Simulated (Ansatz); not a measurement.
# CH₄Si: small, medium and large basis sets

Aim: see how fast density functionals and correlated methods converge with the basis set for CH₄Si.

Program: Ansatz 0.2.0, Gaussian basis. Level of theory: one geometry, several basis sets. These are calculated values, not measurements.

Levels to be run: PBE0-D4/def2-SVP; ωB97M-V/def2-SVP; PBE0-D4/def2-QZVPP; ωB97M-V/def2-QZVPP; CCSD(T)/cc-pV(D+d)Z; CCSD(T)/cc-pV(T+d)Z; CCSD(T)/cc-pV(Q+d)Z; the functionals' def2-TZVPP values are taken from earlier runs.

## Step 1: The relaxed structure

The geometry comes from an earlier relaxation with PBE0-D4 in a triple-zeta def2 set; it is a stationary point.

6 atoms, charge 0, spin multiplicity 1.

Atoms are counted from 1 here; the program's logs count them from 0.

Bond lengths: C1–Si2 1.699 Å, C1–H3 1.084 Å, C1–H4 1.084 Å, Si2–H5 1.478 Å, Si2–H6 1.478 Å. Angles: Si2–C1–H3 122.1°, Si2–C1–H4 122.2°, H3–C1–H4 115.7°, C1–Si2–H5 122.7°, C1–Si2–H6 122.7°, H5–Si2–H6 114.7°.

## Step 2: PBE0-D4 in def2-SVP

in.yaml

```yaml
crystal:
  periodic: [false, false, false]
  atoms:
    - {symbol: C, position_ang: [-0.712900, -0.527688, -0.255346]}
    - {symbol: Si, position_ang: [0.599114, 0.443473, 0.214584]}
    - {symbol: H, position_ang: [-1.384763, -0.977839, 0.466164]}
    - {symbol: H, position_ang: [-0.931969, -0.736985, -1.295938]}
    - {symbol: H, position_ang: [0.909212, 0.734745, 1.630241]}
    - {symbol: H, position_ang: [1.521305, 1.064293, -0.759705]}
basis:
  gaussian: {orbitals: def2-SVP}
hamiltonian: {xc: pbe0, dispersion: d4}
output: {orbitals: {seedname: orbitals}}
```

On the command line:

```console
ansatz run in.yaml --threads 2 --pin off --events-out ev --progress --plain --max-ram 32768MiB --backend cpu
```

The runs that follow: ωB97M-V in def2-SVP; PBE0-D4 in def2-QZVPP; ωB97M-V in def2-QZVPP; CCSD(T) in cc-pV(D+d)Z; CCSD(T) in cc-pV(T+d)Z; CCSD(T) in cc-pV(Q+d)Z.

Q: Predict the results of all the runs planned. Wanted: MP2 correlation recovered, cc-pV(D+d)Z; MP2 correlation recovered, cc-pV(T+d)Z; MP2 correlation recovered, cc-pV(Q+d)Z; CCSD(T) limit from def2 sets; PBE0-D4: double and triple zeta above quadruple; ωB97M-V: double and triple zeta above quadruple.

As calculated:

| quantity | value |
| --- | --- |
| MP2 correlation recovered, cc-pV(D+d)Z | 74.1 % |
| MP2 correlation recovered, cc-pV(T+d)Z | 90.1 % |
| MP2 correlation recovered, cc-pV(Q+d)Z | 95.9 % |
| CCSD(T) limit from def2 sets (earlier runs) less the limit of this series | -24 meV |
| PBE0-D4: double and triple zeta above quadruple | 4.34, 0.33 eV |
| ωB97M-V: double and triple zeta above quadruple | 4.43, 0.31 eV |

**Reading.** For PBE0-D4 the step from double to triple zeta gains 4.00 eV and the next only 0.33 eV. In cc-pV(D+d)Z MP2 holds 74 % of its limit, in cc-pV(Q+d)Z 96 %, while Hartree-Fock is within 0.053 eV in the largest set. A limit from the def2 sets, made apart, differs by 24 meV, a least measure of the doubt on such a limit. Total energies overstate the basis error of differences, where much of it tends to cancel. The LUMO of ωB97M-V is positive and keeps falling with the basis (1.04 to 0.53 eV): an unbound level that the basis holds in place.
